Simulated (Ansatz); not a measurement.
**How the TO phonon frequency at X of rock-salt CaO moves with the method**

No measured value is used here.

```
level (code)                   value (cm⁻¹)  cell (Å³/atom)
-----------------------------  ------------  --------------
LDA (Ansatz)                              …           13.04
PBE (Ansatz)                            283           14.09
r²SCAN (Ansatz)                         308           13.78
B3LYP (VWN-RPA form) (Ansatz)           298           14.10
Hartree–Fock (Ansatz)                   329           14.33
```

Task: Complete the blanks.

Result: 
- LDA (Ansatz, an electronic-structure program), value (cm⁻¹): 314

Each level is taken at its own relaxed cell. Cutoffs differ between the levels. Ansatz's density-functional and Hartree–Fock values are scalar-relativistic unless marked +SOC, with PAW data made under PBE.
